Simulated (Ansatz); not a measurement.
Compare A (`C1=NCS1`) with its isomer B (`SC1=NC1`).

Gas-phase electronic energies from Ansatz, PBE0-D4/def2-TZVP geometries. CBS: MP2 limit from def2 TZ/QZ plus the TZ coupled-cluster correction, frozen cores. DFT in def2-TZVPP. B3LYP here is the variant with VWN-RPA as its local correlation; programs differ in this. One conformer a species, not always the lowest.

Which is lower in electronic energy at CCSD(T)/CBS, and by how much? (An estimate is asked.)

The calculation gave: A, by 74.5 kJ/mol.

Give E(B) − E(A) in kJ/mol with B3LYP-D4, CCSD(T)/def2-SVP, B2PLYP, CCSD(T)/def2-TZVPP, MP2/def2-TZVPP, r2SCAN-D4, HF/def2-TZVPP. (Estimate.)

The calculation gave: B3LYP-D4 65.4, CCSD(T)/def2-SVP 55.3, B2PLYP 67.1, CCSD(T)/def2-TZVPP 71.3, MP2/def2-TZVPP 68.9, r2SCAN-D4 65.5, HF/def2-TZVPP 65.9. None reverses the order clearly.

Does the order hold for the free energy at 298.15 K (harmonic terms from PBE0-D4)? (An estimate is asked.)

Computed: Yes: G(B) − G(A) = +64.0 kJ/mol, for one conformer each.

Largest T1 diagnostic: 0.014.

From PBE to PBE0 (25 % exact exchange), in def2-TZVPP and without D4, E(B) − E(A) moves by +3.1 kJ/mol. Leaving LDA and LC-ωPBE aside and taking each functional with its dispersion term where it has one, the values, not all of them listed here, spread over 10.6 kJ/mol, from B97M-V to PBE-QIDH. LDA lies +11.2 kJ/mol from PBE without D4.
